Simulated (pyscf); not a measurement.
Structures and frequencies: ωB97X-D3(BJ)/def2-SVP in PySCF.

Question: GeH₃• (SMILES [GeH3]) + H₃C–Cl (SMILES CCl) -> Cl–CH₂–GeH₂• (SMILES Cl[CH2][GeH2]) + H₂ (SMILES [H][H])
Surface: doublet. Broken: Ge–H, C–H. Formed: C–Ge, H–H. Give ΔE‡ and ΔE from ωB97M-D3(BJ)/def2-TZVP, relative to the separated reactants.

Answer: ΔE‡ = 72.8 kcal/mol, ΔE = +11.0 kcal/mol. Zero-point energy shifts the barrier by -2.8 kcal/mol. It is a four-centre exchange, with an imaginary mode of 1698i cm⁻¹. At the saddle there is also a short Ge–H contact that neither side keeps. Cl–CH₂–GeH₂• lies 38.7 kcal/mol over its isomer H₃C–GeH•–Cl (electronic energy, ωB97M-D3(BJ)/def2-TZVP). This is the saddle that the search found; another between the same sides may lie lower. Elements up to Kr have no core potential and no relativistic terms here.
